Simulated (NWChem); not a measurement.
dichloromethane (CH2Cl2); SMILES ClCCl

Results from NWChem. Geometry: optimised at PBE-D3(BJ)/def2-SVP. Computed dipoles belong to the equilibrium geometry; the measured one is vibrationally averaged.

Measured dipole moment: 1.60 D (NIST CCCBDB, as tabulated in the package chemicals).

```csv
level,dipole moment (D),computed − measured
PBE/STO-3G,1.95,+0.35
PBE/def2-SVP,1.58,-0.02
PBE/def2-SVPD,1.61,+0.01
PBE/def2-TZVP,1.60,0.00
PBE/def2-TZVPD,1.59,-0.01
PBE/def2-TZVPP,1.58,-0.02
PBE/def2-QZVP,1.59,-0.01
```
